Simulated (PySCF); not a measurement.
Ionisation energies (eV) were calculated with PySCF 2.14 by LDA, PBE, MP2 (valence), in another order, as differences of total energies without spin-orbit coupling. The measured values are between term centres (NIST).

```json
{"species": "O (aug-cc-pwCVTZ, non-relativistic)", "measured": "13.608", "A": "13.349", "B": "14.009", "C": "14.066"}
{"species": "F⁺ (aug-cc-pwCVTZ, non-relativistic)", "measured": "34.950", "A": "34.633", "B": "35.263", "C": "35.422"}
{"species": "Si (aug-cc-pwCVTZ, non-relativistic)", "measured": "8.157", "A": "8.051", "B": "8.235", "C": "8.199"}
{"species": "Br (aug-cc-pwCVTZ-PP with ECP10MDF, ECP)", "measured": "11.844", "A": "11.583", "B": "12.032", "C": "11.756"}
{"species": "Ag (aug-cc-pwCVTZ-PP with ECP28MDF, ECP)", "measured": "7.576", "A": "7.495", "B": "8.368", "C": "8.042"}
{"species": "Sn (aug-cc-pwCVTZ-PP with ECP28MDF, ECP)", "measured": "7.389", "A": "7.160", "B": "7.414", "C": "7.265"}
{"species": "Sb (aug-cc-pwCVTZ-PP with ECP28MDF, ECP)", "measured": "9.124", "A": "8.994", "B": "9.117", "C": "8.963"}
{"species": "Xe (aug-cc-pwCVTZ-DK3, spin-free X2C)", "measured": "12.565", "A": "12.299", "B": "12.625", "C": "12.329"}
```

**Question.** Which column is which method?

**Answer.** A is MP2 (valence) (mean error -0.21 eV); B is LDA (mean error 0.23 eV); C is PBE (mean error 0.10 eV). Valence MP2 in a finite basis recovers only part of the missing correlation, so it stays below experiment on average. LDA overbinds the outer electron and comes out highest. PBE, with gradient corrections, lies close to experiment on average, with errors of both signs.
